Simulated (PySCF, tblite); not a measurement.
Species: C4H4OS.
Geometry (GFN2-xTB, Å), atoms numbered from 1 in this order:
```
atom  x, y, z in Å
C1    -1.1033   -0.5146    0.3842
C2    -0.5426    0.7010   -0.3061
O3    -1.2207    1.6156   -0.7063
C4     0.9234    0.7073   -0.4681
C5     1.7237   -0.2394   -0.0647
S6     2.6118   -1.4044    0.4427
H7    -0.8473   -1.4094   -0.1796
H8    -2.1839   -0.4273    0.4599
H9    -0.6726   -0.6054    1.3793
H10    1.3204    1.5812   -0.9639
```

Method: PBE0/pcSseg-1 in PySCF (dipole) on a GFN2-xTB geometry, gas phase.

Take the most abundant isotopes and a rigid rotor. The values belong to one conformer with, in the numbering `[CH3:1][C:2](=[O:3])[CH:4]=[C:5]=[S:6]`, C1–C2–C4–C5 0°.

Task: Give the principal moments of inertia and the rotational constants in MHz.

Result: Ia = 57.22, Ib = 350.96, Ic = 405.05 u·Å²; 505379 MHz·u·Å²/I gives A = 8832, B = 1440, C = 1248 MHz.

Task: Classify the top.

Result: A near-prolate asymmetric top: κ = (2 × 1440 − 8832 − 1248)/(8832 − 1248) = -0.95.

Task: What does the inertial defect say?

Result: Not planar: Δ = Ic − Ia − Ib = -3.13 u·Å². For a rigid frame Δ = −2 Σ m c², so Σ m c² = 1.57 u·Å² lies off the ab plane, practically all of it from hydrogen. The atom farthest from that plane is 0.88 Å away.

Task: Give the other two planar moments, Paa and Pbb, and the rms extents of the mass along the axes.

Result: Paa = Σ m a² = (Ib + Ic − Ia)/2 = 349.40 and Pbb = Σ m b² = (Ia + Ic − Ib)/2 = 55.65 u·Å². With the mass M = 100.00 u, the rms extents √(P/M) along a, b and c are 1.87, 0.75, 0.13 Å.

Task: Where do the levels up to J = 2 lie, in cm⁻¹?

Result: Above 0(0,0):
J = 1: 1(0,1) 0.0897, 1(1,1) 0.3362, 1(1,0) 0.3426
J = 2: 2(0,2) 0.2688, 2(1,2) 0.5091, 2(1,1) 0.5284, 2(2,1) 1.2681, 2(2,0) 1.2682
Those of J = 1 are B + C, A + C and A + B.

Task: Which lines would a microwave search look for?

Result: The dipole components are |μa| = 2.39 D, |μb| = 1.02 D, |μc| = 0.00 D; the mirror of this Cs structure is the ab plane, so μc vanishes by symmetry and there are no c-type lines. Intensities carry the squares of the components, which stand as 1.00 : 0.18 (a : b). Some lines, for components of 0.1 D or more:

| type | branch | J(Ka,Kc) | MHz | lower level (cm⁻¹) |
| --- | --- | --- | --- | --- |
| a | R | 2(1,2) ← 1(1,1) | 5183 | 0.336 |
| a | R | 3(1,3) ← 2(1,2) | 7772 | 0.509 |
| a | R | 3(0,3) ← 2(0,2) | 8048 | 0.269 |
| a | R | 3(2,1) ← 2(2,0) | 8078 | 1.268 |
| b | R | 1(1,1) ← 0(0,0) | 10080 | 0.000 |
| a | R | 4(1,4) ← 3(1,3) | 10359 | 0.768 |
| a | R | 4(3,2) ← 3(3,1) | 10758 | 2.786 |
| a | R | 4(1,3) ← 3(1,2) | 11128 | 0.807 |
| b | R | 3(1,3) ← 2(0,2) | 14976 | 0.269 |
| b | Q | 2(2,0) ← 2(1,1) | 22181 | 0.528 |
| b | R | 2(2,1) ← 1(1,0) | 27745 | 0.343 |
| b | R | 2(2,0) ← 1(1,1) | 27941 | 0.336 |
| b | R | 3(2,2) ← 2(1,1) | 30240 | 0.528 |
| b | R | 3(2,1) ← 2(1,2) | 30835 | 0.509 |
| b | R | 3(3,1) ← 2(2,0) | 45504 | 1.268 |
| b | R | 4(3,2) ← 3(2,1) | 48184 | 1.538 |
| b | R | 4(4,1) ← 3(3,0) | 63170 | 2.786 |

Task: Estimate the classical rotational partition function at 100 K, 298.15 K and 500 K.

Result: Point group Cs, symmetry number σ = 1; q = (√π/σ)·√((kT/h)³/(ABC)), k/h = 20836.6 MHz/K: 42300 at 100 K, 218000 at 298.15 K, 473000 at 500 K.

Its GFN2-xTB frequencies are all real (lowest 74 cm⁻¹). Constants of a rigid frame at the computed geometry: no zero-point averaging, no centrifugal distortion. A rigid rotor knows nothing of internal rotation, which can split or shift real lines.

On an Arm Neoverse V1 with one thread, no GPU (shared host), this took 12 s of wall time and 0.59 GiB of memory at its peak. This is the PBE0/pcSseg-1 job that gave the dipole, with the shieldings it also computed.
